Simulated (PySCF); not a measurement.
C3H4, SMILES C#CC. Heavy atoms are numbered as in [CH3:1][C:2]#[CH:3]. Hydrogens are named by the atom that carries them.

Coordinates come from a ωB97X-D3(BJ)/def2-TZVP optimisation.

All values below come from PBE/def2-TZVPD (PySCF).

ESP charges are fitted to the potential on shells at 1.4 to 2.0 van der Waals radii. Atomic charges (e), one atom of each kind:

```csv
atom,ESP fit,IAO
C1 (CH3),-0.62,(withheld)
C2,0.37,(withheld)
C3 (CH),-0.69,(withheld)
H on C1,0.19,0.18
H on C3,0.35,0.20
```

Problem. Complete the blanks. (Estimate from the structure and the level; the computed values follow.)

Solution. 
- C1 (CH3), IAO: -0.45
- C2, IAO: -0.02
- C3 (CH), IAO: -0.26
